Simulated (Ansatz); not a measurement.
Mulliken charges of `N#CSC#N` from PBE/def2-TZVPP in Ansatz (PBE0-D4/def2-TZVP geometry).

```csv
atom,x (Å),y (Å),z (Å),charge (e)
N1,0.862,-1.362,1.651,0.071
C2,0.743,-0.841,0.630,-0.157
S3,0.682,-0.147,-0.910,0.172
C4,-0.684,0.828,-0.709,-0.157
N5,-1.604,1.521,-0.662,0.071
```

Question: By hand: the dipole of these point charges (1 e Å = 4.8032 D).

Answer: Σ q r = (0.055, -0.012, -0.074) e Å, of length 0.093 e Å = 0.45 D.

Question: How does the dipole of the full density compare? (An estimate is asked.)

Answer: The calculation gave: (0.373, -0.080, -0.498) e Å, 3.01 D; the point charges give 0.15 times that, at 0° from its direction.

Point charges leave out the atoms' own dipoles, such as those of lone pairs, and Mulliken's split depends on the basis, so the two needn't agree.
